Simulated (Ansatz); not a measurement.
Li₃H₅⁺. The state is a doublet with charge 1. Geometry PBE0-D4/def2-TZVP; atoms count from 1.

```xyz
8

Li   -0.897   -0.259   -0.600
Li   -3.317   -1.029   -2.694
Li    1.568    0.503    1.432
H     3.484    0.972    2.072
H    -1.863   -0.348   -2.133
H    -2.441   -0.965   -1.238
H     0.351    0.127    0.435
H     3.116    1.000    2.727
```

In the doublet, H4 and H8 lie 0.75 Å apart, H5 and H6 lie 1.23 Å apart (atoms count from 1), so H2 has formed as a molecule. The structure comes from a short search, and lower isomers may exist.

Estimate the Mulliken populations from the PBE0/def2-TZVP orbitals of Ansatz.


```
atom  charge (e)  spin (α − β)
 Li1        0.86          0.02
 Li2        0.77          0.09
 Li3        0.74          0.00
  H4        0.04          0.00
  H5       -0.35          0.44
  H6       -0.35          0.44
  H7       -0.77          0.00
  H8        0.05          0.00
```
Mulliken values depend strongly on the basis.

Where does the spin sit?

Summed by element: Li 0.11, H 0.89, of 1 unpaired in all. Largest on single atoms: H5 0.44, H6 0.44, Li2 0.09.
